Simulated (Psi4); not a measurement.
Psi4 input (wB97X-D/6-31G*):

```
memory 1500 MB

molecule {
0 3
B     0.00000000   -0.00000000   -0.00000000
Cl    0.00508444    1.74500655   -0.02473757
Cl    1.50850421   -0.87734968   -0.01892724
Cl   -1.51358865   -0.86765687    0.04366481
symmetry c1
no_reorient
no_com
}

set {
  basis 6-31G*
  reference uks
  scf_type pk
  dft_radial_points 99
  dft_spherical_points 590
  e_convergence 1e-8
  d_convergence 1e-7
  maxiter 150
}

e = energy('wb97x-d')
print_out(f'\nFINAL {e:.10f} DIPOLE {variable("CURRENT DIPOLE")[0]:.6f} {variable("CURRENT DIPOLE")[1]:.6f} {variable("CURRENT DIPOLE")[2]:.6f}\n')
```

From the last part of the output:

```

    Beta Virtual:

      28A     -0.222651    29A      0.073790    30A      0.150071
      31A      0.202443    32A      0.202448    33A      0.353412
      34A      0.433268    35A      0.433270    36A      0.473532
      37A      0.473533    38A      0.481622    39A      0.503463
      40A      0.518944    41A      0.518947    42A      0.545216
      43A      0.545217    44A      0.589339    45A      0.626463
      46A      0.729242    47A      0.746778    48A      0.746784
      49A      0.800467    50A      0.800467    51A      0.925546
      52A      0.926325    53A      0.926326    54A      0.929514
      55A      0.929515    56A      0.946656    57A      0.967446
      58A      1.068068    59A      1.076738    60A      1.076739
      61A      1.162357    62A      1.299938    63A      1.299939
      64A      1.582691    65A      1.582692    66A      1.870119
      67A      1.952401    68A      1.952411    69A      3.541519
      70A      4.320537    71A      4.363609    72A      4.363613

    Final Occupation by Irrep:
              A
    DOCC [    27 ]
    SOCC [     2 ]
    NA   [    29 ]
    NB   [    27 ]

  @UKS Final Energy: -1405.29000772248560

   => Energetics <=

    Nuclear Repulsion Energy =            229.1021126474419418
    One-Electron Energy =               -2394.9055202266818014
    Two-Electron Energy =                 825.3196268305773629
    DFT Exchange-Correlation Energy =     -64.8057520376636376
    Empirical Dispersion Energy =          -0.0004749361599863
    VV10 Nonlocal Energy =                  0.0000000000000000
    Total Energy =                      -1405.2900077224860524

  UHF NO Occupations:
  HONO-2 :   27  A 1.9987634
  HONO-1 :   28  A 1.0000000
  HONO-0 :   29  A 1.0000000
  LUNO+0 :   30  A 0.0012366
  LUNO+1 :   31  A 0.0008218
  LUNO+2 :   32  A 0.0008217
  LUNO+3 :   33  A 0.0004040

Computation Completed

Properties will be evaluated at   0.000000,   0.000000,   0.000000 [a0]

Properties computed using the SCF density matrix

 Multipole Moments:

 ------------------------------------------------------------------------------------
     Multipole            Electronic (a.u.)      Nuclear  (a.u.)        Total (a.u.)
 ------------------------------------------------------------------------------------

 L = 1.  Multiply by 2.5417464519 to convert [e a0] to [Debye]
 Dipole X            :          0.0000150            0.0000000            0.0000150
 Dipole Y            :          0.0000068            0.0000000            0.0000068
 Dipole Z            :         -0.0000004            0.0000000           -0.0000004
 Magnitude           :                                                    0.0000165

 ------------------------------------------------------------------------------------

FINAL -1405.2900077225 DIPOLE 0.000015 0.000007 -0.000000

*** Psi4 exiting successfully. Buy a developer a beer!
```
